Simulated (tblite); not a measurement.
Compound: C4H4FN.
InChI=1S/C4H4FN/c5-4-2-1-3-6-4/h1-3,6H

Method: GFN2-xTB as coded in tblite; computed harmonic values from a numerical Hessian at the method's own geometry, unscaled. The method is semi-empirical: single wavenumbers can be off by several per cent or more.

Harmonic wavenumbers (cm⁻¹): 286.5, 377.3, 528.1, 579.0, 600.7, 628.5, 755.7, 807.2, 834.5, 840.2, 971.9, 1051.8, 1088.3, 1122.1, 1189.9, 1259.6, 1397.6, 1445.9, 1497.3, 1601.0, 3170.2, 3182.2, 3195.9, 3487.7.

A = 9051, B = 3583, C = 2567 MHz; mass 85.033 u (most abundant isotopes); point group Cs, symmetry number 1.

**Question.** Zero-point energy?

**Answer.** ½Σν̃ = 15950 cm⁻¹ = 190.80 kJ/mol.

**Question.** What is S at 200 K and 1 bar for an ideal gas of classical rigid rotors and harmonic oscillators?

**Answer.** Translation 155.97, rotation 102.80, vibration 9.36: S = 268.1 J/(mol K).

**Question.** And Cp and H(200 K) − H(0)?

**Answer.** Cp = 57.63 J/(mol K), of which vibrations give 24.37 (their classical limit is 24 R = 199.5); H(200 K) − H(0) = 8.06 kJ/mol without the zero-point energy, 1.40 from vibrations.

**Question.** Which modes carry the vibrational entropy at 200 K?

**Answer.** 286.5 cm⁻¹: 3.63; 377.3 cm⁻¹: 2.17; 528.1 cm⁻¹: 0.91; 579.0 cm⁻¹: 0.68; 600.7 cm⁻¹: 0.59; 628.5 cm⁻¹: 0.50 J/(mol K); the other 18 give 0.87 together.

**Question.** What must be added to the electronic energy to get the Gibbs energy at 200 K and 1 bar?

**Answer.** ZPE + [H(200 K) − H(0)] − T·S = 190.80 + 8.06 − 53.63 = 145.23 kJ/mol.

**Question.** How do the functions run with temperature in this model?

**Answer.** 
```tsv
T (K)	S (J/(mol K))	Cp (J/(mol K))	H − H(0) (kJ/mol)	G − H(0) (kJ/mol)	ln q(vib)
100	236.7	37.3	3.41	-20.26	0.02
300	296.5	84.0	15.13	-73.81	0.85
500	350.5	128.3	36.67	-138.58	2.55
800	420.0	166.0	81.45	-254.53	5.60
1000	458.7	181.0	116.24	-342.48	7.63
```

q(vib) and H(0) count from the zero-point level.

Hindered rotation and anharmonicity are outside this model.

The run took 0.25 s on one thread, Arm Neoverse N1 (aarch64), on a shared host. This covers the Hessian and the dipole derivatives.
